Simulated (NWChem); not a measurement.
Program: NWChem. System: hydrazine (H4N2), charge 0, spin multiplicity 1, at a geometry optimised with PBE0/def2-SVP. Level: RHF/def2-TZVP.

Job file:

```
start mol
memory heap 200 mb stack 900 mb global 1100 mb
geometry units angstroms nocenter noautoz
  N      0.174524    -0.679407     0.073847
  N     -0.174524     0.679407     0.073847
  H     -0.645840    -1.230559     0.313751
  H      0.512208    -1.012036    -0.830680
  H      0.645840     1.230559     0.313751
  H     -0.512208     1.012036    -0.830680
  symmetry group C2
end
basis spherical
  * library def2-tzvp
end
scf
  rhf
  nopen 0
  maxiter 100
  thresh 1e-7
  semidirect memsize 60000000 filesize 0
end
task scf energy
```

NWChem printed:

```
             Northwest Computational Chemistry Package (NWChem) 7.3.0
             --------------------------------------------------------

                                NWChem Input Module
                                -------------------

 Scaling coordinates for geometry "geometry" by  1.889725989
 (inverse scale =  0.529177249)

 Turning off AUTOSYM since
 SYMMETRY directive was detected!

                             Geometry "geometry" -> ""
                             -------------------------

 Output coordinates in angstroms (scale by  1.889725989 to convert to a.u.)

  No.       Tag          Charge          X              Y              Z
 ---- ---------------- ---------- -------------- -------------- --------------
    1 N                    7.0000     0.17452400    -0.67940700     0.07384700
    2 N                    7.0000    -0.17452400     0.67940700     0.07384700
    3 H                    1.0000    -0.64584000    -1.23055900     0.31375100
    4 H                    1.0000     0.51220800    -1.01203600    -0.83068000
    5 H                    1.0000     0.64584000     1.23055900     0.31375100
    6 H                    1.0000    -0.51220800     1.01203600    -0.83068000

 Effective nuclear repulsion energy (a.u.)      41.8840186951

            Nuclear Dipole moment (a.u.)
            ----------------------------
        X                 Y               Z
 ---------------- ---------------- ----------------
     0.0000000000    -0.0000000000     0.0000000000

      Symmetry information
      --------------------

 Group name             C2
 Group number              4
 Group order               2
 No. of unique centers     3

      Symmetry unique atoms

     1    3    4


 Summary of "ao basis" -> "" (spherical)
 ------------------------------------------------------------------------------
       Tag                 Description            Shells   Functions and Types
 ---------------- ------------------------------  ------  ---------------------
 *                         def2-tzvp                  on all atoms

 Summary of "ao basis" -> "ao basis" (spherical)
 ------------------------------------------------------------------------------
       Tag                 Description            Shells   Functions and Types
 ---------------- ------------------------------  ------  ---------------------
 N                         def2-tzvp                11       31   5s3p2d1f
 H                         def2-tzvp                 4        6   3s1p

                                 NWChem SCF Module
                                 -----------------

  ao basis        = "ao basis"
  functions       =    86
  atoms           =     6
  closed shells   =     9
  open shells     =     0
  charge          =   0.00
  wavefunction    = RHF
  use symmetry    = T
  symmetry adapt  = T

 Summary of "ao basis" -> "ao basis" (spherical)
 ------------------------------------------------------------------------------
       Tag                 Description            Shells   Functions and Types
 ---------------- ------------------------------  ------  ---------------------
 N                         def2-tzvp                11       31   5s3p2d1f
 H                         def2-tzvp                 4        6   3s1p

      Symmetry analysis of basis
      --------------------------

        a          43
        b          43

 Forming initial guess at       0.1s

      Superposition of Atomic Density Guess
      -------------------------------------
[...]
                 5     -111.2255557236  4.28D-09  1.16D-09      2.3

       Final RHF  results
       ------------------

         Total SCF energy =   -111.225555723573
      One-electron energy =   -233.890765296966
      Two-electron energy =     80.781190878255
 Nuclear repulsion energy =     41.884018695138

        Time for solution =      1.4s

       Symmetry analysis of molecular orbitals - final
       -----------------------------------------------

  Numbering of irreducible representations:

     1 a           2 b

  Orbital symmetries:

     1 a           2 b           3 a           4 b           5 a
     6 b           7 a           8 b           9 a          10 a
    11 b          12 a          13 b          14 b          15 a
    16 a          17 a          18 b          19 b

             Final eigenvalues
             -----------------

              1
    1  -15.5654
    2  -15.5649
    3   -1.2606
    4   -1.0024
    5   -0.6772
    6   -0.6656
    7   -0.6149
    8   -0.4081
    9   -0.4050
   10    0.1305
   11    0.1636
   12    0.2072
   13    0.2114
   14    0.3880
   15    0.4410
   16    0.4860
   17    0.5246
   18    0.5267
   19    0.5530

                       ROHF Final Molecular Orbital Analysis
                       -------------------------------------

 Vector    7  Occ=2.000000D+00  E=-6.148661D-01  Symmetry=a
              MO Center=  4.5D-15,  4.7D-15,  1.3D-01, r^2= 1.5D+00
   Bfn.  Coefficient  Atom+Function         Bfn.  Coefficient  Atom+Function
  ----- ------------  ---------------      ----- ------------  ---------------
     7      0.256905  1 N  py                38     -0.256905  2 N  py
    10      0.230776  1 N  py                41     -0.230776  2 N  py
    64     -0.156436  3 H  s                 76     -0.156436  5 H  s

 Vector    8  Occ=2.000000D+00  E=-4.081125D-01  Symmetry=b
              MO Center= -6.7D-17,  7.0D-16,  9.5D-02, r^2= 1.6D+00
   Bfn.  Coefficient  Atom+Function         Bfn.  Coefficient  Atom+Function
  ----- ------------  ---------------      ----- ------------  ---------------
     8      0.251347  1 N  pz                39     -0.251347  2 N  pz
    11      0.226684  1 N  pz                42     -0.226684  2 N  pz
    14      0.203028  1 N  pz                45     -0.203028  2 N  pz

 Vector    9  Occ=2.000000D+00  E=-4.050096D-01  Symmetry=a
              MO Center= -1.7D-15,  1.6D-15,  1.5D-01, r^2= 1.6D+00
   Bfn.  Coefficient  Atom+Function         Bfn.  Coefficient  Atom+Function
  ----- ------------  ---------------      ----- ------------  ---------------
     6      0.256513  1 N  px                37     -0.256513  2 N  px
     9      0.232275  1 N  px                40     -0.232275  2 N  px
    12      0.205370  1 N  px                43     -0.205370  2 N  px

 Vector   10  Occ=0.000000D+00  E= 1.305004D-01  Symmetry=a
              MO Center=  2.8D-16,  6.9D-16, -8.6D-01, r^2= 5.7D+00
   Bfn.  Coefficient  Atom+Function         Bfn.  Coefficient  Atom+Function
  ----- ------------  ---------------      ----- ------------  ---------------
     5      1.487253  1 N  s                 36      1.487253  2 N  s
    71     -1.168441  4 H  s                 83     -1.168441  6 H  s
    65     -0.782215  3 H  s                 77     -0.782215  5 H  s
     4     -0.307106  1 N  s                 35     -0.307106  2 N  s
    13     -0.301467  1 N  py                44      0.301467  2 N  py

 Vector   11  Occ=0.000000D+00  E= 1.636054D-01  Symmetry=b
              MO Center=  3.7D-16,  2.2D-15, -1.7D-01, r^2= 7.1D+00
   Bfn.  Coefficient  Atom+Function         Bfn.  Coefficient  Atom+Function
  ----- ------------  ---------------      ----- ------------  ---------------
     5      2.125858  1 N  s                 36     -2.125858  2 N  s
    65     -1.261389  3 H  s                 77      1.261389  5 H  s
    71     -1.026114  4 H  s                 83      1.026114  6 H  s
    12     -0.325872  1 N  px                43     -0.325872  2 N  px
    14     -0.249858  1 N  pz                45      0.249858  2 N  pz

 Vector   12  Occ=0.000000D+00  E= 2.071768D-01  Symmetry=a
              MO Center= -1.1D-15, -9.2D-16, -1.4D-01, r^2= 6.7D+00
   Bfn.  Coefficient  Atom+Function         Bfn.  Coefficient  Atom+Function
  ----- ------------  ---------------      ----- ------------  ---------------
    65      1.619064  3 H  s                 77      1.619064  5 H  s
    71     -1.172311  4 H  s                 83     -1.172311  6 H  s
    12      0.652795  1 N  px                43     -0.652795  2 N  px
    14     -0.417998  1 N  pz                45     -0.417998  2 N  pz
     5     -0.313719  1 N  s                 36     -0.313719  2 N  s

 center of mass
 --------------
 x =   0.00000000 y =   0.00000000 z =   0.06053160

 moments of inertia (a.u.)
 ------------------
          70.540334366006           9.869348338501           0.000000000000
           9.869348338501          14.040455588333           0.000000000000
           0.000000000000           0.000000000000          72.373937361131

  Mulliken analysis of the total density
  --------------------------------------

    Atom       Charge   Shell Charges
 -----------   ------   -------------------------------------------------------
    1 N    7     7.45   0.82  1.16  0.52  0.82  0.21  1.47  1.69  0.69  0.01  0.05  0.00
    2 N    7     7.45   0.82  1.16  0.52  0.82  0.21  1.47  1.69  0.69  0.01  0.05  0.00
    3 H    1     0.77   0.26  0.41  0.05  0.04
    4 H    1     0.78   0.26  0.42  0.06  0.04
    5 H    1     0.77   0.26  0.41  0.05  0.04
    6 H    1     0.78   0.26  0.42  0.06  0.04

       Multipole analysis of the density wrt the origin
       ------------------------------------------------

     L   x y z        total         open         nuclear
     -   - - -        -----         ----         -------
     0   0 0 0     -0.000000      0.000000     18.000000

     1   1 0 0     -0.000000      0.000000      0.000000
     1   0 1 0     -0.000000      0.000000     -0.000000
     1   0 0 1     -0.815598      0.000000      0.000000

     2   2 0 0    -10.119594      0.000000      6.375612
     2   1 1 0      1.830650      0.000000     -3.954157
     2   1 0 1     -0.000000      0.000000      0.000000
     2   0 2 0     -8.500339      0.000000     41.207578
     2   0 1 1      0.000000      0.000000      0.000000
     2   0 0 2     -9.671778      0.000000      5.903988

 Task  times  cpu:        2.3s     wall:        2.3s

 Total times  cpu:        2.4s     wall:        2.4s
```
